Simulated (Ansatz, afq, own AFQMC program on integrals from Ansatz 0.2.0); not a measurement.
Where AFQMC and coupled cluster stand for BGeH4⁺, singlet

```yaml
atoms:
  - { symbol: Ge, position_ang: [0.0000, 0.0000, 0.2823] }
  - { symbol: B, position_ang: [0.0000, 0.0000, -1.6912] }
  - { symbol: H, position_ang: [0.0000, 1.2553, 1.1670] }
  - { symbol: H, position_ang: [0.0000, -1.2553, 1.1670] }
  - { symbol: H, position_ang: [0.0000, 1.0424, -2.2706] }
  - { symbol: H, position_ang: [0.0000, -1.0424, -2.2706] }
```

Connectivity, by distances: GeH2–BH2.

Basis 6-31G. Noble-gas cores (and the filled d shells of Ga–Kr and In–Xe) are frozen. AFQMC by an in-house program on the Cholesky factors that Ansatz 0.2.0 writes for its CCSD(T) run. The CISD trial takes its coefficients from CCSD amplitudes. Released means that phaseless walkers are propagated on without the constraint, phases kept. Free AFQMC starts from the CCSD state and is never constrained. Its projection time is finite, and what remains of the start isn't in its error. ± is one standard error of the sampling. No spin–orbit coupling.

Determinant: RHF, the one that the program's search chose, which needn't be the lowest solution. The geometry is a PBE0/def2-TZVP stationary point of this or a neighbouring charge and spin state.

No full CI on the walks' own integrals is used here. The released AFQMC energy serves as the reference, which it does only where one determinant dominates, the energy is flat over the last release times and near the phaseless one (40 meV or 2 meV an electron, half that with transition metals). On small molecules, where full CI could be run and the noise was under 10 meV, such values lay within 10 meV of it in 19 cases of 20, a flattering rate, since the rule was set on those same cases; what remains of the bias isn't in the error bar.

Cautions: no relativity below Rb; no spin-orbit coupling; inner d shell frozen; the released value is read at 2.40 1/Eh (meV from the phaseless value at times in 1/Eh: -0.1 ± 1.3 at 0.24, -1.4 ± 1.1 at 0.51, -1.7 ± 0.9 at 0.99, -2.1 ± 1.0 at 1.62, -1.2 ± 0.8 at 2.40).

The T1 diagnostic is 0.0066 and the weight of the determinant in the CISD state is 0.926. The size of the correlated space is 10 electrons in 31 orbitals.

Reference: AFQMC with the constraint released, correlation energy -3.298 ± 0.0008 eV.

```json
{"level": "HF", "E − E(reference) (meV)": "3297.7 ± 0.8", "share of correlation (%)": "0.00"}
{"level": "MP2", "E − E(reference) (meV)": "844.4 ± 0.8", "share of correlation (%)": "74.39"}
{"level": "CCSD", "E − E(reference) (meV)": "68.9 ± 0.8", "share of correlation (%)": "97.91"}
{"level": "CCSD(T)", "E − E(reference) (meV)": "17.0 ± 0.8", "share of correlation (%)": "99.48"}
{"level": "ph-AFQMC/HF", "E − E(reference) (meV)": "-35.9 ± 18.5", "share of correlation (%)": "101.09"}
{"level": "ph-AFQMC/CISD", "E − E(reference) (meV)": "1.2 ± 1.6", "share of correlation (%)": "99.96"}
{"level": "free AFQMC", "E − E(reference) (meV)": "1.1 ± 1.1", "share of correlation (%)": "99.97"}
```

Free projections are given only where their last times agree within the noise and don't stop above the reference; a slow remainder of the start can still hide under it. A walk keeps the symmetry of its determinant, which the program's search chose and which needn't be the lowest solution, so a lower state of the same spin and another symmetry isn't excluded. Released energies are given only where the last usable release times agree within the noise; a slower fall can still hide under it.
